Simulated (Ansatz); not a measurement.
# C₄H₆O₂: one species, many methods

The task here is to estimate one member of a computed series from the others.

Computed with Ansatz 0.2.0, Gaussian basis. Level: functionals in def2-TZVPP, the program's frozen cores in correlated methods.

Plan: PBE-D4, r2SCAN-D4, PBE0-D4, B3LYP-D4, ωB97X-V, ωB97M-V, B2PLYP; CCSD(T)/def2-TZVPP; MP2/def2-QZVPP; extrapolation to the limit.

**The relaxed structure**

An earlier PBE0-D4 in a triple-zeta def2 set relaxation fixed the geometry.

SMILES `C#COC(C)O`, 12 atoms, charge 0, spin multiplicity 1.

Atoms are counted from 1 here; the program's logs count them from 0.

Bond lengths: C1–C2 1.199 Å, C1–H7 1.062 Å, C2–O3 1.294 Å, O3–C4 1.453 Å, C4–C5 1.504 Å, C4–O6 1.377 Å, C4–H8 1.093 Å, C5–H9 1.093 Å, C5–H10 1.090 Å, C5–H11 1.090 Å, O6–H12 0.963 Å. Angles: C2–C1–H7 179.4°, C1–C2–O3 177.9°, C2–O3–C4 115.5°, O3–C4–C5 105.5°, O3–C4–O6 110.9°, O3–C4–H8 107.3°, C5–C4–O6 114.2°, C5–C4–H8 112.7°, O6–C4–H8 106.1°, C4–C5–H9 110.0°, C4–C5–H10 109.4°, C4–C5–H11 110.7°, H9–C5–H10 109.1°, H9–C5–H11 108.3°, H10–C5–H11 109.2°, C4–O6–H12 108.9°.

The first run:

Input file in.yaml:

```yaml
crystal:
  periodic: [false, false, false]
  atoms:
    - {symbol: C, position_ang: [-2.596471, 0.628570, 1.317451]}
    - {symbol: C, position_ang: [-1.646355, 0.057278, 0.860593]}
    - {symbol: O, position_ang: [-0.634037, -0.597807, 0.391734]}
    - {symbol: C, position_ang: [0.453803, 0.217190, -0.121351]}
    - {symbol: C, position_ang: [1.598368, -0.733590, -0.339676]}
    - {symbol: O, position_ang: [0.064793, 0.901649, -1.250721]}
    - {symbol: H, position_ang: [-3.443996, 1.132619, 1.712401]}
    - {symbol: H, position_ang: [0.673861, 0.977128, 0.632324]}
    - {symbol: H, position_ang: [1.314246, -1.501464, -1.064453]}
    - {symbol: H, position_ang: [2.458789, -0.183911, -0.721652]}
    - {symbol: H, position_ang: [1.873057, -1.227659, 0.592372]}
    - {symbol: H, position_ang: [-0.039059, 0.274695, -1.974922]}
basis:
  gaussian: {orbitals: def2-TZVPP}
hamiltonian: {xc: pbe, dispersion: d4}
output: {forces: true, orbitals: {seedname: orbitals}}
```

Command:

```bash
> ansatz run in.yaml --threads 4 --pin off --events-out ev --progress --plain --max-ram 10444MiB
```

Among the steps run: PBE-D4 (GGA); r2SCAN-D4 (meta-GGA); PBE0-D4 (hybrid); B3LYP-D4 (hybrid); ωB97X-V (range-separated); ωB97M-V (range-separated); B2PLYP (double hybrid); CCSD(T) in def2-TZVPP; MP2 in def2-QZVPP.

One of the session's tables, all rows but one given; the rest of the session is left out.

It belongs to the step «Atomisation energies». 

```
            method  atomisation energy (eV)
            PBE-D4                   53.336
         r2SCAN-D4                   51.736
           PBE0-D4                   51.898
          B3LYP-D4                        ?
           ωB97X-V                   51.534
           ωB97M-V                   51.718
            B2PLYP                   51.099
     HF/def2-TZVPP                   36.121
    MP2/def2-TZVPP                   51.540
   CCSD/def2-TZVPP                   49.170
CCSD(T)/def2-TZVPP                   50.138
           MP2/CBS                   52.915
       CCSD(T)/CBS                   51.513
```

**Question.** Estimate the row for B3LYP-D4.

The run gave: atomisation energy (eV): 51.509. In the column «atomisation energy (eV)» it lies between B2PLYP (51.099) and CCSD(T)/CBS (51.513).
